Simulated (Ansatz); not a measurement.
Gas-phase reaction in SMILES: C#CC -> [CH2]C#C + H atom (the C-H bond breaks)

Wanted: bond dissociation energy (enthalpy at 298 K), in kcal/mol. Terms: non-relativistic; open shells spin-unrestricted; 6-31G* and kin with 6d, 5d where marked; LANL2DZ all-electron up to Ne; valence correlation only; 6-311+G** with 5d; no spin-orbit coupling. Ab initio and DFT rows: single points at B3LYP-D3(BJ) geometries (Ansatz, an electronic-structure program), with unscaled harmonic terms from B3LYP/6-31G* at its own minima. A UHF reference is markedly spin-contaminated in at least one set, which strains HF and MP2.

```
level          program  bond dissociation energy (enthalpy at 298 K) (kcal/mol)
-------------  -------  -------------------------------------------------------
MP2/STO-3G      Ansatz                                                    126.2
MP2/3-21G       Ansatz                                                     91.8
MP2/LANL2DZ     Ansatz                                                     90.5
MP2/6-31G*      Ansatz                                                     92.4
MP2/6-311+G**   Ansatz                                                     96.4
```

No value to compare with is used here. The 5 habitual levels span 90.5 (MP2/LANL2DZ) to 126.2 kcal/mol (MP2/STO-3G).

The sets are all those run for this method; runs whose electronic state is in doubt are left out.
